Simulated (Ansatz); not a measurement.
# BP+ (quartet): wave-function methods side by side, def2-QZVPP

An exercise on one series of results from a longer session: the logs are not shown, and one member is left open.

The runs use Ansatz 0.2.0, Gaussian basis; def2-QZVPP, core rule «outside noble gas», up to 6 orbitals frozen.

Plan: UHF; ROHF; CCSD(T) on UHF.

2 further runs of the same task are left out: 2 set aside as unsound or not needed.

## What is computed

The geometry is a PBE0/def2-TZVP stationary point (not a proven minimum) of the parent state, kept for this charge and spin.

2 atoms, charge 1, spin multiplicity 4.

Atoms are counted from 1 here; the program's logs count them from 0.

Bond lengths: B1–P2 1.736 Å.

The first run:

Contents of in.yaml:

```yaml
crystal:
  periodic: [false, false, false]
  atoms:
    - {symbol: B, position_ang: [0.000000, 0.000000, 0.000000]}
    - {symbol: P, position_ang: [0.000000, 0.000000, 1.736300]}
basis:
  gaussian: {orbitals: "def2-QZVPP.json"}
total_charge: 1
magnetization: {spin_polarized: true, initial_magnetization: 3}
hamiltonian: {xc: hf}
output: {orbitals: {seedname: orbitals}}
```

The run is started by

```console
$ ansatz run in.yaml --threads 1 --pin off --events-out ev --progress --plain --max-ram 2393MiB
```

Among the steps run: UHF; ROHF; CCSD(T) on UHF.

One table of the session follows, with a row left open; its other results are not shown here.

It belongs to the step «Misses and costs». 

| method | from UCCSD(T) (meV) |
| --- | --- |
| ROHF | ? |
| UHF | +4823.4 |
| UMP2 | +961.1 |
| UCCSD | +250.8 |
| UCCSD(T) | 0 |

**Question.** Estimate the row for ROHF.

**Answer.** from UCCSD(T) (meV): +4930.8. In the column «from UCCSD(T) (meV)» it is the highest.
